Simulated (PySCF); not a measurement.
Partial charges of `C#C[C@@H](C)CC`

Species: C6H10.
Geometry (GFN2-xTB, Å), atoms numbered from 1 in this order:
```xyz
16
C6H10 angstrom
C      0.915    2.297    0.654
C      0.701    1.249    0.118
C      0.458   -0.041   -0.505
C      1.722   -0.901   -0.416
C     -0.735   -0.736    0.166
C     -2.035    0.031   -0.040
H      1.097    3.222    1.114
H      0.217    0.131   -1.562
H      2.562   -0.395   -0.887
H      1.564   -1.855   -0.915
H      1.976   -1.091    0.625
H     -0.834   -1.742   -0.250
H     -0.534   -0.833    1.236
H     -1.945    1.039    0.361
H     -2.276    0.104   -1.099
H     -2.858   -0.470    0.465
```

Density: PBE0/pcSseg-1 (PySCF); schemes: Mulliken, IAO, Hirshfeld and ESP-fitted. Isolated species at its GFN2-xTB geometry (one conformer only).

Question: At which atom do the 4 schemes differ most?

Answer: At C3: from -0.352 (Mulliken) to +0.377 e (ESP-fitted), 0.729 e apart.

Question: Do the Mulliken, IAO, Hirshfeld and ESP-fitted schemes agree on where the charge is highest?

Answer: The schemes don't all agree: Mulliken C2 (+0.298); IAO H7 (+0.198); Hirshfeld H7 (+0.087); ESP-fitted C3 (+0.377).

Question: Do the Mulliken, IAO, Hirshfeld and ESP-fitted schemes agree on where the charge is lowest?

Answer: The schemes don't all agree: Mulliken C1 (-0.397); IAO C6 (-0.419); Hirshfeld C1 (-0.127); ESP-fitted C4 (-0.626).

Question: Give the atomic charges in each scheme.

Answer: In e:

```
atom             environment  Mulliken     IAO  Hirshfeld  ESP-fitted
  C1  terminal alkyne carbon    -0.397  -0.266     -0.127      -0.393
  C2           alkyne carbon    +0.298  -0.025     -0.029      -0.152
  C3      propargylic carbon    -0.352  -0.113     -0.005      +0.377
  C4           methyl carbon    -0.189  -0.408     -0.112      -0.626
  C5        chain CH2 carbon    -0.219  -0.240     -0.060      +0.075
  C6           methyl carbon    -0.258  -0.419     -0.120      -0.302
  H7         alkyne hydrogen    +0.037  +0.198     +0.087      +0.290
  H8        methine hydrogen    +0.144  +0.152     +0.049      +0.017
  H9         methyl hydrogen    +0.125  +0.148     +0.042      +0.177
 H10         methyl hydrogen    +0.111  +0.139     +0.042      +0.139
 H11         methyl hydrogen    +0.115  +0.144     +0.042      +0.162
 H12      methylene hydrogen    +0.116  +0.131     +0.039      -0.005
 H13      methylene hydrogen    +0.120  +0.136     +0.038      +0.018
 H14         methyl hydrogen    +0.128  +0.147     +0.034      +0.080
 H15         methyl hydrogen    +0.105  +0.135     +0.038      +0.061
 H16         methyl hydrogen    +0.115  +0.142     +0.041      +0.082
```

Mean size of the charges over all atoms: ESP-fitted 0.185 e, IAO 0.184 e, Mulliken 0.177 e, Hirshfeld 0.057 e. Each set sums to the total charge, 0, to within 0.001 e. The Hirshfeld scheme weights the molecular density at each point by an atom's share of the summed free-atom densities. The IAO scheme projects the occupied orbitals on a minimal set of polarised atomic orbitals and counts the electrons in each atom's part of it.

Question: Sum the charges by element.

Answer: 
| element | atoms | Mulliken | IAO | Hirshfeld | ESP-fitted |
| --- | --- | --- | --- | --- | --- |
| C | 6 | -1.117 | -1.471 | -0.453 | -1.020 |
| H | 10 | +1.117 | +1.471 | +0.453 | +1.020 |

Question: How many electrons does the ESP-fitted scheme count on C2?

Answer: Z − q = 6 − (-0.152) = 6.152.

Question: How closely do the schemes follow one another over all atoms?

Answer: Correlation coefficient and root-mean-square difference: IAO with Hirshfeld 0.97, 0.147 e; Hirshfeld with ESP-fitted 0.79, 0.200 e; Mulliken with IAO 0.79, 0.133 e; Mulliken with Hirshfeld 0.73, 0.160 e; IAO with ESP-fitted 0.71, 0.178 e; Mulliken with ESP-fitted 0.32, 0.266 e.
